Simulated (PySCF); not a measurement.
# Partners of ethylene

Gas-phase complexes of ethylene, each in one structure from a short search with a few starts, optimised by PBE0-D3(BJ)/def2-SVPD or PBE0-D3(BJ)/def2-TZVPD; other ways of binding may lie lower. Energies in kcal/mol, wB97M-D3(BJ)/def2-TZVPD, counterpoise-corrected (PySCF): interaction is complex less parts frozen as they stand in it, binding adds what it costs to deform them. Contacts are written partner···ethylene; electrostatic, Pauli and orbital are terms of the uncorrected same energy, whose rest is dispersion or correlation.

Frequency runs check only 2 of the 6 structures; these show no clear imaginary mode. 1 further partner within 0.25 kcal/mol of a listed one is not ranked.

(1) Order these partners of ethylene by binding energy, strongest first: hydrogen bromide, fluorosilane, ammonia, gallane, selenium difluoride, beryllium hydride.

## Answers

(1) gallane (-9.3), beryllium hydride (-7.1), hydrogen bromide (-2.7), fluorosilane (-2.1), selenium difluoride (-1.8), ammonia (-1.2).
```json
{"partner": "gallane", "contact": "Ga···C", "distance (Å)": "2.57", "binding": "-9.3", "interaction": "-11.2", "electrostatic": "-27.5", "Pauli": "36.7", "orbital": "-18.6"}
{"partner": "beryllium hydride", "contact": "Be···C", "distance (Å)": "2.01", "binding": "-7.1", "interaction": "-17.7", "electrostatic": "-44.0", "Pauli": "69.8", "orbital": "-41.9"}
{"partner": "hydrogen bromide", "contact": "H···C", "distance (Å)": "2.40", "binding": "-2.7", "interaction": "-2.8", "electrostatic": "-4.9", "Pauli": "6.8", "orbital": "-3.5"}
{"partner": "fluorosilane", "contact": "Si···C", "distance (Å)": "3.58", "binding": "-2.1", "interaction": "-2.2", "electrostatic": "-2.8", "Pauli": "3.0", "orbital": "-0.9"}
{"partner": "selenium difluoride", "contact": "Se···C", "distance (Å)": "2.44", "binding": "-1.8", "interaction": "-7.1", "electrostatic": "-52.8", "Pauli": "92.8", "orbital": "-45.1"}
{"partner": "ammonia", "contact": "N···H", "distance (Å)": "2.58", "binding": "-1.2", "interaction": "-1.3", "electrostatic": "-2.1", "Pauli": "1.9", "orbital": "-0.8"}
```
